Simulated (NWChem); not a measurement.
**C4H2 (1,3-butadiyne) at 5 levels**

Aim: a comparison of 5 runs (HF/STO-3G, HF/aug-cc-pVDZ, B3LYP/6-31G*, PBE0/def2-SVP, MP2/def2-SVPD) of C4H2 (1,3-butadiyne). 

The results are computed with NWChem 7.3.0.

**1. The structure to begin with**

C4H2 has 6 atoms, charge 0, and is taken as a singlet. SMILES: `C#CC#C`. The shape is that of a PBE0-D4/def2-TZVP optimisation.

Bond lengths: C1–C2 1.205 Å, C2–C3 1.364 Å, C3–C4 1.205 Å, C1–H5 1.064 Å, C4–H6 1.064 Å. Angles: C1–C2–C3 180.0°, C2–C3–C4 180.0°, C2–C1–H5 180.0°, C3–C4–H6 180.0°.

**2. Energy and forces at HF/STO-3G (run 1)**

File geom.xyz:

```xyz
6
C4H2 hf
C      1.419140    -1.102190     0.574700
C      0.512970    -0.398530     0.207720
C     -0.513080     0.398350    -0.207780
C     -1.419150     1.102170    -0.574710
H      2.219890    -1.723930     0.898960
H     -2.219770     1.724120    -0.898890
```

File run.py:

```python
from ase.io import read
from ase.calculators.nwchem import NWChem

system = read('geom.xyz')

calc = NWChem(
    label='geom',
    theory='scf',
    memory='2200 mb',
    basis='STO-3G',
    basispar='spherical bse',
    scf={'nopen': '0', 'rhf': None, 'thresh': '1e-08', 'maxiter': '80'},
)
system.calc = calc

forces = system.get_forces()
e = system.get_potential_energy()
print(f"E = {e:.6f} eV")
print("forces (eV/A):")
for s, f in zip(system.symbols, forces):
    print(f"{s:2s} {f[0]:10.5f} {f[1]:10.5f} {f[2]:10.5f}")
print("dipole (e A):", system.get_dipole_moment().round(4))
```

Started as:

```sh
export ASE_NWCHEM_COMMAND="nwchem PREFIX.nwi > PREFIX.nwo"
python run.py
```

Log:

```text
E = -4097.743734 eV
forces (eV/A):
C    -3.16914    2.46101   -1.28355
C     4.81521   -3.73926    1.95013
C    -4.81506    3.74013   -1.95008
C     3.16909   -2.46168    1.28355
H     0.09431   -0.07343    0.03826
H    -0.09446    0.07323   -0.03836
dipole (e A): [0. 0. 0.]
```

The calculator wrote geom.nwi:

```
title "geom"

permanent_dir geom

scratch_dir geom

start geom

geometry units angstrom nocenter noautosym noautoz
  C  1.4191400000000001e+00 -1.1021900000000000e+00 5.7469999999999999e-01
  C  5.1297000000000004e-01 -3.9853000000000000e-01 2.0771999999999999e-01
  C  -5.1307999999999998e-01 3.9834999999999998e-01 -2.0777999999999999e-01
  C  -1.4191499999999999e+00 1.1021700000000001e+00 -5.7471000000000005e-01
  H  2.2198899999999999e+00 -1.7239300000000000e+00 8.9895999999999998e-01
  H  -2.2197700000000000e+00 1.7241200000000001e+00 -8.9888999999999997e-01
end

memory 2200 mb

basis spherical bse noprint
   * library STO-3G
end

scf
  nopen 0
  rhf
  thresh 1e-08
  maxiter 80
end

task scf gradient
```

geom.nwo:

```text
Northwest Computational Chemistry Package (NWChem) 7.3.0
             --------------------------------------------------------

           Job information
           ---------------

    nwchem branch   = 7.3.0
    use scalapack   = T
    input           = geom.nwi
    prefix          = geom.
    data base       = geom/geom.db
    status          = startup
    nproc           =        1

           Memory information
           ------------------

    heap     =     72089594 doubles =      550.0 Mbytes
    stack    =     72089599 doubles =      550.0 Mbytes
    global   =    144179200 doubles =     1100.0 Mbytes (distinct from heap & stack)
    total    =    288358393 doubles =     2200.0 Mbytes
    verify   = yes
    hardfail = no

           Directory information
           ---------------------

  0 permanent = geom
  0 scratch   = geom

                                NWChem Input Module
                                -------------------

                                       geom
                                       ----

[... 114 lines left out ...]
 Convergence threshold     :          1.000E-08
[... 12 lines left out ...]
       Final RHF  results
[... 3 lines left out ...]
      One-electron energy =   -356.775734271189
[... 1 line left out ...]
 Nuclear repulsion energy =     77.394983759752
[... 30 lines left out ...]
                       ROHF Final Molecular Orbital Analysis
[... 184 lines left out ...]
                              NWChem Gradients Module
                              -----------------------

                                       geom

  wavefunction    =   RHF

                         RHF ENERGY GRADIENTS

    atom               coordinates                        gradient
                 x          y          z           x          y          z
   1 C       2.681786  -2.082837   1.086026    0.061630  -0.047859   0.024961
   2 C       0.969373  -0.753112   0.392534   -0.093641   0.072717  -0.037924
   3 C      -0.969581   0.752772  -0.392647    0.093638  -0.072734   0.037923
   4 C      -2.681805   2.082799  -1.086044   -0.061629   0.047872  -0.024961
   5 H       4.194984  -3.257755   1.698788   -0.001834   0.001428  -0.000744
   6 H      -4.194757   3.258114  -1.698656    0.001837  -0.001424   0.000746

                 ----------------------------------------
                 |  Time  |  1-e(secs)   |  2-e(secs)   |
                 ----------------------------------------
                 |  CPU   |       0.00   |       0.03   |
                 ----------------------------------------
                 |  WALL  |       0.00   |       0.03   |
                 ----------------------------------------

 Task  times  cpu:        0.3s     wall:        0.3s
 Total times  cpu:        0.3s     wall:        0.3s
```

Wall time 1.3 s (1 thread of AMD EPYC 9R45 (Zen 5), shared host); peak memory 0.098 GiB.

**3. Energy and forces at HF/aug-cc-pVDZ (run 2)**

File c4h2.nw:

```
start c4h2
memory total 2200 mb

geometry units angstroms noautosym nocenter noautoz
 C     1.419140   -1.102190    0.574700
 C     0.512970   -0.398530    0.207720
 C    -0.513080    0.398350   -0.207780
 C    -1.419150    1.102170   -0.574710
 H     2.219890   -1.723930    0.898960
 H    -2.219770    1.724120   -0.898890
end

basis spherical bse
 C library aug-cc-pVDZ
 H library aug-cc-pVDZ
end

scf
 thresh 1e-08
 maxiter 80
end

task scf gradient
```

Started as:

```sh
nwchem c4h2.nw > c4h2.out
```

Log:

```text
[...]
  functions       =   110
[...]
  wavefunction    = RHF
[...]
         Total SCF energy =   -152.512712947572
      One-electron energy =   -357.349229831253
      Two-electron energy =    127.441533123928
 Nuclear repulsion energy =     77.394983759752
        Time for solution =     16.3s
[...]
                         RHF ENERGY GRADIENTS
    atom               coordinates                        gradient
                 x          y          z           x          y          z
   1 C       2.681786  -2.082837   1.086026    0.016126  -0.012523   0.006532
   2 C       0.969373  -0.753112   0.392534   -0.037946   0.029467  -0.015368
   3 C      -0.969581   0.752772  -0.392647    0.037948  -0.029477   0.015368
   4 C      -2.681805   2.082799  -1.086044   -0.016129   0.012528  -0.006534
   5 H       4.194984  -3.257755   1.698788    0.001677  -0.001299   0.000679
   6 H      -4.194757   3.258114  -1.698656   -0.001675   0.001304  -0.000677
[...]
```

It took 20 s on 1 thread of AMD EPYC 9R45 (Zen 5), shared host; peak memory 0.1 GiB.

Runs 3 to 4 aren't shown in full; the table further down has their settings and results.

**4. Energy and gradient at MP2/def2-SVPD (run 5)**

File test.nw:

```
start test
title "C4H2 gradient"
memory 2200 mb

geometry units angstrom noautosym nocenter noautoz
  C      1.419140    -1.102190     0.574700
  C      0.512970    -0.398530     0.207720
  C     -0.513080     0.398350    -0.207780
  C     -1.419150     1.102170    -0.574710
  H      2.219890    -1.723930     0.898960
  H     -2.219770     1.724120    -0.898890
end

basis spherical bse
  C library def2-SVPD
  H library def2-SVPD
end

scf
  singlet
  rhf
  thresh 1e-08
  maxiter 80
  print medium
end

mp2
  freeze core 4
  tight
end

task mp2 gradient
```

Started as:

```sh
nwchem test.nw > test.out
```

Log:

```text
[...]
  functions       =    96
[...]
  wavefunction    = RHF
[...]
         Total SCF energy =   -152.385148652546
      One-electron energy =   -357.198204719707
      Two-electron energy =    127.418072307408
 Nuclear repulsion energy =     77.394983759752
        Time for solution =      5.0s
[...]
          Total MP2 energy          -152.903209681786
[...]
                         mp2 ENERGY GRADIENTS
    atom               coordinates                        gradient
                 x          y          z           x          y          z
   1 C       2.681786  -2.082837   1.086026   -0.036635   0.028448  -0.014835
   2 C       0.969373  -0.753112   0.392534    0.027685  -0.021499   0.011211
   3 C      -0.969581   0.752772  -0.392647   -0.027678   0.021498  -0.011207
   4 C      -2.681805   2.082799  -1.086044    0.036627  -0.028450   0.014831
   5 H       4.194984  -3.257755   1.698788   -0.005161   0.004009  -0.002090
   6 H      -4.194757   3.258114  -1.698656    0.005161  -0.004008   0.002091
[...]
```

It took 15 s on 1 thread of AMD EPYC 9R45 (Zen 5), shared host; peak memory 0.27 GiB.

**5. The series**

| run | level | Cartesian functions | iteration cap | energy (Eh) | dipole moment (D) | HOMO energy (eV) | LUMO energy (eV) | wall time |
| --- | --- | --- | --- | --- | --- | --- | --- | --- |
| 1 | HF/STO-3G | no | 80 | -150.589306 | 0.00 | -8.20 | 7.50 | 1.3 s |
| 2 | HF/aug-cc-pVDZ | no | 80 | -152.512713 | 0.00 | -10.10 | 0.95 | 20 s |
| 3 | B3LYP/6-31G* (Cartesian functions) | yes | 100 | -153.481380 | – | – | – | 9 s |
| 4 | PBE0/def2-SVP | no | 100 | -153.174930 | 0.00 | -7.63 | -0.69 | 7.8 s |
| 5 | MP2/def2-SVPD | no | 80 | -152.903210 | 0.00 | -10.13 | 2.56 | 15 s |

**6. Results**

| quantity | value |
| --- | --- |
| run 5: total energy | -152.90321 Eh |
| run 5: dipole moment (of the density that the program reports) | 0.00 D |
| run 5: HOMO energy (Hartree–Fock orbitals) | -10.13 eV |
| run 5: LUMO energy (Hartree–Fock orbitals) | 2.56 eV |
| run 5: HOMO–LUMO gap (Hartree–Fock orbitals) | 12.69 eV |
| run 5: correlation energy (4 core orbitals frozen) | -518.1 mEh |
| run 5: largest force on an atom | 2.504 eV/Å |

**Reading.** Over runs 1, 2, 4 the HOMO–LUMO gap runs from 6.94 eV (PBE0/def2-SVP) to 15.70 eV (HF/STO-3G). The two ends differ in method and basis. Totals of different functionals can't be ranked against each other. In run 1 the basis is minimal, so the values are rough. All runs together took 53 s, the longest 20 s.
